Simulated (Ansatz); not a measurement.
Process, species as SMILES: [CH]=O (CH-O) → C atom + H atom + O atom
B3LYP-D3(BJ)/def2-TZVP geometries, fixed; electronic energies without zero-point terms.

The atomisation energy at CCSD(T) with Ansatz (a quantum-chemistry and plane-wave program), in kcal/mol, split into its Hartree-Fock and correlation parts. Cores are frozen. Open shells are unrestricted. No added dispersion term, no relativity. Functions are those of the species that has most.

| basis | X | functions | Hartree-Fock | CCSD(T) |
|---|---|---|---|---|
| aug-cc-pVDZ | 2 | 55 | 177.98 | 256.84 |
| aug-cc-pVTZ | 3 | 115 | 182.13 | 270.90 |
| aug-cc-pVQZ | 4 | 206 | 182.86 | 275.39 |

Worked estimate of the basis-set limit from each neighbouring pair, with Hartree-Fock from the larger set and the correlation part extrapolated as X^-3.
Correlation parts: X = 2: 78.86, X = 3: 88.77, X = 4: 92.53.
- (2,3): (27·(88.77) - 8·(78.86))/19 = 92.94; with Hartree-Fock 182.13 the estimate is 275.07 kcal/mol.
- (3,4): (64·(92.53) - 27·(88.77))/37 = 95.27; with Hartree-Fock 182.86 the estimate is 278.13 kcal/mol.
The last two estimates differ by 3.06 kcal/mol; the largest set lies 2.74 from the last. Over the last step Hartree-Fock moves by 0.73 and the correlation part by 3.76.
